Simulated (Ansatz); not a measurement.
What a trial cell of Si3Ni relaxes into

All numbers below come from DFT PBE, scalar-relativistic, plane waves, PAW in Ansatz. Cutoff 420 eV, Γ-centred k mesh, Gaussian smearing, no spin polarisation in the final step.

Si3Ni was placed on the TiAl3 (D0_22) structure type (I4/mmm, No. 139), with Ni in place of Ti, Si in place of Al, at a guessed volume.

```yaml
crystal:
  lattice:
    - [-1.82855, 1.82855, 4.08456]
    - [1.82855, -1.82855, 4.08456]
    - [1.82855, 1.82855, -4.08456]
  atoms:
    - { symbol: Si, position: [0.50000, 0.50000, 0.00000] }
    - { symbol: Si, position: [0.25000, 0.75000, 0.50000] }
    - { symbol: Si, position: [0.75000, 0.25000, 0.50000] }
    - { symbol: Ni, position: [0.00000, 0.00000, 0.00000] }
```

Cell and atoms relax at zero pressure; the relaxation can't lower the symmetry of the start. After a coarse first stage the cell is made exact in the group found at 0.06 Å.

The zero of energy is the elements' standard structures at the same level; no fitted shifts are applied.

(1) Which crystal results?

(2) What are its volume, energy, density and gap?

Results:

(1) It keeps I4/mmm (No. 139). The result has the TiAl3 (D0_22) structure. Conventional cell: a = 3.836 Å, c = 7.046 Å. Si on Wyckoff site b (1 atom of the primitive cell) is coordinated by 8 Si at 2.60 Å and 4 Ni at 2.71 Å; around Si on Wyckoff site d (2 atoms of the primitive cell) lie 4 Ni at 2.60 Å and 8 Si at 2.60–2.71 Å; Ni is coordinated by 12 Si at 2.60–2.71 Å.

```xyz
4
Lattice="-1.9180 1.9180 3.5232 1.9180 -1.9180 3.5232 1.9180 1.9180 -3.5232" Properties=species:S:1:pos:R:3 pbc="T T T"
Si    0.0000    0.0000    3.5232
Si    1.9180    0.0000    1.7616
Si    0.0000    1.9180    1.7616
Ni    0.0000    0.0000    0.0000
```

(2) The volume per atom is 12.96 Å³. The density is 4.58 g/cm³, the energy over the elements is 0.20 eV/atom and the gap on the 18×18×18 mesh is 0 eV (a metal).

The final run used a 18×18×18 mesh on its 4-atom cell and 0.10 eV smearing. For metals, differences of a few meV/atom aren't resolved. Symmetry constrained the relaxation, so the result can be a saddle point. The steps took roughly 70 core-seconds in all.

Cost: 3 runs of about 1.2 core-minutes in all, on Intel Xeon 6975P-C (Granite Rapids) (shared hosts).